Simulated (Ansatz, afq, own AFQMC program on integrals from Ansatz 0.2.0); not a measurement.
# Where AFQMC and coupled cluster stand for As, quartet

A free As atom.

Basis cc-pVTZ. Noble-gas cores (and the filled d shells of Ga–Kr and In–Xe) are frozen. Integrals, coupled cluster, full CI and functionals: Ansatz 0.2.0; the random walks run on the same integrals in our own AFQMC program. ph-AFQMC/CISD is guided by a CISD state made of CCSD amplitudes; releasing the constraint for a short imaginary time cuts its bias at the price of noise, slowly where states lie close. Error bars are statistical, one sigma. No spin–orbit coupling.

Determinant: UHF, the one that the program's search chose, which needn't be the lowest solution.

Full CI on the same integrals is exact in this basis and with this determinant's frozen core.

Cautions: no relativity below Rb; no spin-orbit coupling; inner d shell frozen.

```
T1 diagnostic                               : 0.0034
weight of the determinant in the CISD state : 0.946
⟨S²⟩ of the determinant                     : 3.751
size of the correlated space                : 5 electrons in 29 orbitals
```

```json
{"level": "MP2", "correlation energy (eV)": "-1.9432"}
{"level": "CCSD", "correlation energy (eV)": "-2.3343"}
{"level": "CCSD(T)", "correlation energy (eV)": "-2.4117"}
```

Estimate where full CI lies against CCSD(T) on the same integrals.

0.42 kcal/mol below CCSD(T).

Reference: full CI, correlation energy -2.430 eV. The released energy is read at 1.50 1/Eh (meV from the phaseless value at times in 1/Eh: 0.0 ± 0.9 at 0.24, -0.4 ± 0.8 at 0.50, -0.6 ± 0.7 at 1.00, -1.5 ± 0.6 at 1.50).

```json
{"level": "CCSD(T)", "E − E(reference) (kcal/mol)": "0.42", "share of correlation (%)": "99.26"}
{"level": "CCSDT", "E − E(reference) (kcal/mol)": "0.05", "share of correlation (%)": "99.91"}
{"level": "CCSDT(Q)", "E − E(reference) (kcal/mol)": "0.01", "share of correlation (%)": "99.99"}
{"level": "CCSDTQ", "E − E(reference) (kcal/mol)": "0.00", "share of correlation (%)": "100.00"}
{"level": "ph-AFQMC/HF", "E − E(reference) (kcal/mol)": "0.14 ± 0.26", "share of correlation (%)": "99.75"}
{"level": "ph-AFQMC/CISD", "E − E(reference) (kcal/mol)": "0.02 ± 0.02", "share of correlation (%)": "99.97"}
{"level": "released AFQMC", "E − E(reference) (kcal/mol)": "-0.02 ± 0.01", "share of correlation (%)": "100.03"}
```

CCSDT and higher add their correlation energy to the determinant of the CCSD(T) run, since their own runs factorise the integrals more tightly (a shift of under 2 meV). A walk keeps the symmetry of its determinant, which the program's search chose and which needn't be the lowest solution, so a lower state of the same spin and another symmetry isn't excluded. Released energies are given only where the last usable release times agree within the noise; a slower fall can still hide under it.
